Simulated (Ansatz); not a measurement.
Reaction (ligand exchange at the Na–C bond): `[CH3][Na]` + NH₃ → `[NH2][Na]` + CH₄

Calculated with Ansatz (gas phase, PBE0-D4/def2-TZVP geometries, no zero-point term in ΔE). CCSD(T)/CBS is the MP2 limit (def2-TZVPP, def2-QZVPP) plus CCSD(T) − MP2 in def2-TZVPP, frozen cores. This one scheme is used for every species. Functionals use def2-TZVPP. B3LYP here is the variant with VWN-RPA as its local correlation; programs differ in this. HSE06 is defined as in plane-wave codes. For Na outer-core shells are correlated without core-valence functions, which leaves a few kJ/mol of doubt a bond.

```
             level  ΔE (kcal/mol)  difference from CCSD(T)/CBS
       LDA (SPW92)          -11.5                          3.6
            PBE-D4          -11.6                          3.5
         revPBE-D4          -11.6                          3.5
           BLYP-D4          -12.2                          2.9
         r2SCAN-D4          -14.9                          0.2
            B97M-V          -12.7                          2.4
           PBE0-D4          -12.6                          2.5
          B3LYP-D4          -13.0                          2.1
        r2SCANh-D4          -14.8                          0.3
        r2SCAN0-D4          -14.7                          0.4
          HSE06-D4          -12.4                          2.7
          BHLYP-D4          -14.0                          1.1
      CAM-B3LYP-D4          -14.2                          0.9
           ωB97X-V          -14.8                          0.3
           ωB97M-V          -13.3                          1.8
            B2PLYP          -13.8                          1.3
               PBE          -11.7                          3.4
            revPBE          -11.9                          3.2
              BLYP          -12.4                          2.7
            r2SCAN          -14.9                          0.2
              PBE0          -12.7                          2.4
             B3LYP          -13.2                          1.9
           r2SCANh          -14.9                          0.2
           r2SCAN0          -14.8                          0.3
             HSE06          -12.5                          2.6
             BHLYP          -14.2                          0.9
           LC-ωPBE          -15.5                         -0.4
RPA@PBE/def2-TZVPP          -12.2                          2.9
       HF/def2-SVP          -15.2                         -0.1
      MP2/def2-SVP          -15.4                         -0.3
  CCSD(T)/def2-SVP          -14.6                          0.5
SCS-MP2/def2-TZVPP          -14.9                          0.2
   CCSD/def2-TZVPP          -14.0                          1.1
CCSD(T)/def2-TZVPP          -13.6                          1.5
     HF/def2-QZVPP          -16.1                         -1.0
    MP2/def2-QZVPP          -15.6                         -0.5
SCS-MP2/def2-QZVPP          -15.9                         -0.8
CCSD(T)/def2-QZVPP          -14.7                          0.4
     MP2/CBS(def2)          -16.1                         -1.0
    CCSD/CBS(def2)          -15.5                         -0.4
       CCSD(T)/CBS          -15.1                            0
```

Largest T1 diagnostic among the species: 0.012.

From PBE to PBE0 (25 % exact exchange), in def2-TZVPP and without D4, ΔE moves by −1.0 kcal/mol. Leaving LDA and LC-ωPBE aside and taking each functional with its dispersion term where it has one, the values spread over 3.3 kcal/mol, from r2SCAN-D4 to PBE-D4.
